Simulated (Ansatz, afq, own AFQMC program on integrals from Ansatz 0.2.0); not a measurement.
## O2⁺, quartet in 6-31G, levels against full CI

| atom | x (Å) | y (Å) | z (Å) |
| --- | --- | --- | --- |
| O | 0.0000 | 0.0000 | 0.0000 |
| O | 0.0000 | 0.0000 | 1.0840 |

Basis 6-31G. Noble-gas cores (and the filled d shells of Ga–Kr and In–Xe) are frozen. AFQMC by an in-house program on the Cholesky factors that Ansatz 0.2.0 writes for its CCSD(T) run. The CISD trial takes its coefficients from CCSD amplitudes. Released means that phaseless walkers are propagated on without the constraint, phases kept. Error bars are statistical, one sigma.

Determinant: ROHF, the one that the program's search chose, which needn't be the lowest solution. The geometry is a point of a scan.

Full CI on the same integrals is exact in this basis and with this determinant's frozen core.

Cautions: lower spins were not checked.

```
T1 diagnostic                               : 0.0165
weight of the determinant in the CISD state : 0.947
size of the correlated space                : 11 electrons in 16 orbitals
```

| level | correlation energy (eV) |
| --- | --- |
| MP2 | -4.0757 |
| CCSD | -4.4297 |
| CCSD(T) | -4.4869 |

(1) Estimate where phaseless AFQMC with a CISD trial lies against CCSD(T) on the same integrals.

(1) 1.0 ± 0.2 kJ/mol below CCSD(T).

Reference: full CI, correlation energy -4.508 eV. The released energy is read at 1.62 1/Eh, later times being too noisy (meV from the phaseless value at times in 1/Eh: -0.5 ± 2.0 at 0.24, -6.1 ± 1.1 at 0.51, -11 ± 4 at 0.99, -8.8 ± 1.6 at 1.62, 30 ± 40 at 2.40).

| level | E − E(reference) (kJ/mol) | share of correlation (%) |
| --- | --- | --- |
| CCSD(T) | 2.1 | 99.53 |
| CCSDT | 1.2 | 99.73 |
| CCSDT(Q) | 0.1 | 99.98 |
| CCSDTQ | 0.0 | 99.99 |
| ph-AFQMC/CISD | 1.0 ± 0.2 | 99.76 |
| released AFQMC | 0.2 ± 0.2 | 99.96 |

CCSDT and higher add their correlation energy to the determinant of the CCSD(T) run, since their own runs factorise the integrals more tightly (a shift of under 2 meV). A walk keeps the symmetry of its determinant, which the program's search chose and which needn't be the lowest solution, so a lower state of the same spin and another symmetry isn't excluded. Released energies are given only where the last usable release times agree within the noise; a slower fall can still hide under it.
